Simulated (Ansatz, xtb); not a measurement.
**Ranking isomers of CHBP**

4 gas-phase structures of CHBP, found in a search over its isomers (lower ones may exist). Each was relaxed with GFN2-xTB:

A. `[CH+]=[B-]=[P]`, a doublet
B. `B1[C]=P1`, a doublet
C. `B=C=[P]`, a doublet
D. `B1=C[P]1`, a doublet

Problem. Which do you expect lowest at r2SCAN-D4/def2-SVP, and how would the others follow?

Solution. Calculated order at r2SCAN-D4/def2-SVP: C (0.000), B (0.148), D (0.166), A (1.141) eV. Less than 1 kcal/mol parts B and D, so the order within that pair means little.

Energies above the lowest of each column, in eV; the last columns are at PBE0-D3(BJ)/def2-SVP geometries and were run for some of them only (a dash: not run or not comparable):

```csv
structure,GFN2-xTB,HF/STO-3G,r2SCAN-D4/def2-SVP,PBE0-D3(BJ)/def2-SVP,CCSD(T)/def2-TZVPP
C,0.000,0.000,0.000,0.000,0.000
B,0.834,0.458,0.148,0.107,0.075
D,1.196,0.740,0.166,0.119,0.229
A,1.339,0.951,1.141,–,–
```

Every level run on C puts it lowest or level with the lowest. Frequencies (PBE0-D3(BJ)/def2-SVP) were run for B, C, D alone. Open shells are spin-unrestricted, some with notable spin contamination. Large T1 diagnostics make some coupled-cluster values less sure.

Over these structures GFN2-xTB departs from r2SCAN-D4/def2-SVP by 0.380 eV on average once a common shift is removed. A GFN2-xTB relaxation took about 0.052 s and the r2SCAN-D4/def2-SVP energy about 2 s on a shared host (Ansatz 0.2.0, xtb 6.7.1).
